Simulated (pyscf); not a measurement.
HO–GaH–AsH₂ -> HO–Ga=AsH + H₂, an elimination (singlet surface; Ga–H, As–H broken, H–H formed). PySCF, gas phase, ωB97X-D3(BJ)/def2-SVP geometries. Energies in kcal/mol from the reactant's lowest minimum found.

Small-basis levels: PySCF, no dispersion term, spherical d functions. AM1 to PM7: differences of heats of formation from MOPAC, which are fitted to 298 K values and so differ in kind from electronic energies by zero-point and thermal terms. GFN2-xTB: tblite. 

| level | barrier | reaction energy |
|---|---|---|
| MP2/6-31G*+LANL2DZ | 63.9 | +22.4 |
| SVWN5/6-31G*+LANL2DZ | 46.7 | +29.0 |
| PBE/6-31G*+LANL2DZ | 50.6 | +25.0 |
| B3LYP/STO-3G | 85.7 | +19.2 |
| M06-2X/6-31G*+LANL2DZ | 58.5 | +27.1 |
| GFN2-xTB | 54.0 | +34.3 |
| AM1 | 17.8 | -6.7 |
| PM3 | -3.5 | -38.4 |
| PM7 | 87.7 | +16.7 |
| ωB97M-D3(BJ)/def2-TZVP | 58.4 | +28.9 |

Against the last row the barrier runs from -61.9 (PM3) to +29.3 kcal/mol (PM7). At PM3 this geometry lies under one side, so the entry may be no barrier of that level: it is a single point on another level's saddle. ωB97M-D3(BJ)/def2-TZVP has limits of its own. At the saddle there is also a short Ga–H contact that neither side keeps. The same reactants have a lower exit, to HGa=AsH + H₂O (highest point, the separated products, at +38.2 kcal/mol at ωB97M-D3(BJ)/def2-TZVP, against +58.4 kcal/mol here). One saddle was located; it need not be the lowest between these sides. In the def2 sets elements up to Kr have no core potential.
